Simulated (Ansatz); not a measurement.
# AlH₂Cl (built from SMILES [AlH2][Cl]): single points off equilibrium

Aim: energy, forces and dipole at a displaced guess of a reacting structure, from CCSD(T) and from density functionals.

Program: Ansatz 0.2.0, Gaussian basis. Level of theory: single points in def2-TZVPP. These are calculated values, not measurements.

Correlated methods freeze the cores.

## 1. The system as given

4 atoms, charge 0, spin multiplicity 1.

Atoms are counted from 1 here; the program's logs count them from 0.

Bond lengths: Al1–Cl4 2.172 Å.

Geometry (Å):

```xyz
4
AlClH2
Al    0.78550    0.92760   -0.15670
H     0.35940   -0.99240   -0.96660
H    -0.45600   -0.85330   -0.42750
Cl   -0.78030    0.72100    1.33440
```

## 2. CCSD(T)/def2-TZVPP

run/in.yaml reads:

```yaml
crystal:
  periodic: [false, false, false]
  atoms:
    - {symbol: Al, position_ang: [0.785500, 0.927600, -0.156700]}
    - {symbol: H, position_ang: [0.359400, -0.992400, -0.966600]}
    - {symbol: H, position_ang: [-0.456000, -0.853300, -0.427500]}
    - {symbol: Cl, position_ang: [-0.780300, 0.721000, 1.334400]}
basis:
  gaussian: {orbitals: def2-TZVPP}
correlation: {method: ccsd_t}
output: {forces: true}
```

The command line of these runs was not kept.

## 3. PBE0-D4/def2-TZVPP

Edit run/in.yaml of step 2 so:

```diff
@@ -9,3 +9,3 @@
   gaussian: {orbitals: def2-TZVPP}
-correlation: {method: ccsd_t}
-output: {forces: true}
+hamiltonian: {xc: pbe0, dispersion: d4}
+output: {forces: true, orbitals: {seedname: orbitals}}
```

## 4. wB97M-V/def2-TZVPP

Edit run/in.yaml of step 3 so:

```diff
@@ -9,3 +9,3 @@
   gaussian: {orbitals: def2-TZVPP}
-hamiltonian: {xc: pbe0, dispersion: d4}
-output: {forces: true, orbitals: {seedname: orbitals}}
+hamiltonian: {xc: {name: wB97M-V}}
+output: {forces: true}
```

## 5. r2SCAN-D4/def2-TZVPP

Edit run/in.yaml of step 4 so:

```diff
@@ -9,3 +9,3 @@
   gaussian: {orbitals: def2-TZVPP}
-hamiltonian: {xc: {name: wB97M-V}}
+hamiltonian: {xc: r2scan, dispersion: d4}
 output: {forces: true}
```

## 6. PBE-D4/def2-TZVPP

Edit run/in.yaml of step 5 so:

```diff
@@ -9,3 +9,3 @@
   gaussian: {orbitals: def2-TZVPP}
-hamiltonian: {xc: r2scan, dispersion: d4}
+hamiltonian: {xc: pbe, dispersion: d4}
 output: {forces: true}
```

## 7. BHLYP-D4/def2-TZVPP

Edit run/in.yaml of step 6 so:

```diff
@@ -9,3 +9,3 @@
   gaussian: {orbitals: def2-TZVPP}
-hamiltonian: {xc: pbe, dispersion: d4}
+hamiltonian: {xc: {name: BHLYP}, dispersion: d4}
 output: {forces: true}
```

## 8. BLYP-D4/def2-TZVPP

Edit run/in.yaml of step 7 so:

```diff
@@ -9,3 +9,3 @@
   gaussian: {orbitals: def2-TZVPP}
-hamiltonian: {xc: {name: BHLYP}, dispersion: d4}
+hamiltonian: {xc: {name: BLYP}, dispersion: d4}
 output: {forces: true}
```

(Steps that only read results are left out.)

What does the calculation give? Wanted: energy less free atoms, CCSD(T)/def2-TZVPP; RMS force component; RMS force error; HOMO and LUMO, PBE0-D4; T1 diagnostic.

As calculated:

| quantity | value |
| --- | --- |
| energy less free atoms, CCSD(T)/def2-TZVPP | -847.0 kJ/mol |
| RMS force component | 1.425 to 1.728 eV/Å over the methods |
| RMS force error | PBE0-D4 0.079, wB97M-V 0.067, r2SCAN-D4 0.115, PBE-D4 0.213, BHLYP-D4 0.123, BLYP-D4 0.203 eV/Å |
| HOMO and LUMO, PBE0-D4 | -6.51 and -1.74 eV |
| T1 diagnostic | 0.011 |

Against CCSD(T) the functionals' energies less atoms differ by -35.3 to +2.7 kJ/mol, PBE-D4 by -31.1 kJ/mol. CCSD(T) in triple zeta still lacks some correlation energy of the bonds, so part of these gaps is its own basis error and they don't rank the functionals. On forces the order runs from wB97M-V to PBE-D4. Frozen-core CCSD(T) forces in triple zeta carry basis errors of their own, and this is one geometry, so small gaps rank nothing. The restricted Hartree–Fock reference is unstable towards an unrestricted one at one or more of these structures.
